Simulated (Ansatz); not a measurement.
**Si–AsH2, doublet: vertical spin and charge gaps**

Geometry (PBE0/def2-TZVP stationary point for this spin, not checked as a minimum):

```json
{"atom": "Si", "x (Å)": "0.0412", "y (Å)": "0.0000", "z (Å)": "1.7137"}
{"atom": "As", "x (Å)": "-0.0396", "y (Å)": "0.0000", "z (Å)": "-0.6161"}
{"atom": "H", "x (Å)": "0.8969", "y (Å)": "1.1361", "z (Å)": "-0.9789"}
{"atom": "H", "x (Å)": "0.8969", "y (Å)": "-1.1361", "z (Å)": "-0.9789"}
```

Basis cc-pVDZ; Ansatz 0.2.0. Correlated methods freeze the noble-gas cores and the filled d shells of p-block atoms. Prefix R: restricted or restricted open-shell reference; prefix U: unrestricted. Active spaces: valence = (11e, 10o) chosen from the atoms' valence shells. No spin–orbit coupling is included, and no scalar relativity.

Gaps are energies of the second state less the first, at fixed atoms, for a selection of the levels run; each method lands on the state that its own search finds for that charge and spin.

For open shells CISD is restricted-active-space CI with the open shells as a complete middle space.

Task: PBE gives 8.682 eV for removing an electron, to the triplet. Estimate what UCCSDT(Q) gives in cc-pVDZ.

Result: UCCSDT(Q) in cc-pVDZ gives 8.475 eV, so against it PBE is off by 0.207 eV, of which a good part can be the reference's own basis and frozen-core error.

| level | gap (eV) | error (meV) |
| --- | --- | --- |
| UHF | 7.808 | -667 |
| UMP2 | 8.459 | -16 |
| UCCSD(T) | 8.479 | 4 |
| UCCSDT | 8.473 | -2 |
| NEVPT2 (valence space) | 8.298 | -177 |
| MRCISD (valence space) | 8.371 | -104 |
| PBE0 | 8.735 | 260 |
| B3LYP | 8.742 | 267 |
| wB97M-V | 8.702 | 227 |
| B2PLYP | 8.609 | 134 |

Task: PBE gives 1.510 eV for quartet less doublet. Estimate what UCCSDT(Q) gives in cc-pVDZ.

Result: UCCSDT(Q) in cc-pVDZ gives 1.414 eV, so against it PBE is off by 0.096 eV, of which a good part can be the reference's own basis and frozen-core error.

```json
{"level": "UHF", "gap (eV)": "0.948", "error (meV)": "-466"}
{"level": "UMP2", "gap (eV)": "1.296", "error (meV)": "-118"}
{"level": "CISD", "gap (eV)": "1.295", "error (meV)": "-119"}
{"level": "UCCSD", "gap (eV)": "1.397", "error (meV)": "-17"}
{"level": "UCCSD(T)", "gap (eV)": "1.411", "error (meV)": "-3"}
{"level": "BCCD(T)", "gap (eV)": "1.412", "error (meV)": "-2"}
{"level": "UCCSDT", "gap (eV)": "1.413", "error (meV)": "-1"}
{"level": "CASSCF (valence space)", "gap (eV)": "1.288", "error (meV)": "-126"}
{"level": "NEVPT2 (valence space)", "gap (eV)": "1.398", "error (meV)": "-16"}
{"level": "MRCISD (valence space)", "gap (eV)": "1.413", "error (meV)": "-1"}
{"level": "MRCISD+Q (valence space)", "gap (eV)": "1.434", "error (meV)": "20"}
{"level": "r2SCAN", "gap (eV)": "1.376", "error (meV)": "-38"}
{"level": "PBE0", "gap (eV)": "1.468", "error (meV)": "54"}
{"level": "B3LYP", "gap (eV)": "1.643", "error (meV)": "229"}
{"level": "wB97M-V", "gap (eV)": "1.727", "error (meV)": "313"}
{"level": "B2PLYP", "gap (eV)": "1.574", "error (meV)": "160"}
{"level": "RPA-PBE", "gap (eV)": "1.558", "error (meV)": "144"}
```

In so small a basis the reference is far from its limit while semilocal and hybrid functionals are nearer theirs (RPA and double hybrids share part of the reference's basis error), so the functionals' errors here hold much of the reference's basis and frozen-core error, which can add to them or hide them.

Full CI isn't at hand for all of this; UCCSDT(Q) serves as the reference, and is uncertain by the last step of the cluster series or more. The frozen core follows each run's orbitals, which can shift R against U totals by a few meV for light atoms and by up to 0.1 eV past Ca.
